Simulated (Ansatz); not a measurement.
One stationary structure of GaP. Space group F-43m (No. 216), zinc blende type. Calculation: PBE (plane waves to 420 eV, PAW, scalar-relativistic; Ansatz, a first-principles code).

```cif
data_GaP
_chemical_formula_sum 'P1 Ga1'
_space_group_name_H-M_alt 'P 1'
_space_group_IT_number 1
_cell_length_a 3.89364
_cell_length_b 3.89364
_cell_length_c 3.89364
_cell_angle_alpha 60.000
_cell_angle_beta 60.000
_cell_angle_gamma 60.000
loop_
_space_group_symop_operation_xyz
  'x, y, z'
loop_
_atom_site_label
_atom_site_type_symbol
_atom_site_fract_x
_atom_site_fract_y
_atom_site_fract_z
_atom_site_occupancy
P1 P 0.75000 0.75000 0.75000 1
Ga1 Ga 0.00000 0.00000 0.00000 1
```

Task: What is the computed band gap (PBE)?

Result: 1.58 eV, direct at Γ (no spin-orbit coupling).

No spin polarisation in the result.

Measured for GaP: a 5.439 Å (static lattice; corrected from measurement; as listed in Daniel Mejia-Rodriguez, S. B. Trickey, Phys. Rev. B (2018)); gap 2.43 eV (static lattice; corrected from measurement; as listed in Wei Chen et al., Physical Review Materials (2018)). Computed minus measured — a: PBE +1.2 %; gap: PBE -0.85 eV. The computed values are for a static lattice, and a measured gap can be an optical one, lowered by exciton binding.

The run could not lose the symmetry of its start; a randomly shaken copy of 2 atoms returns to this structure.

All atoms sit on sites fixed by symmetry, so only the cell could relax.
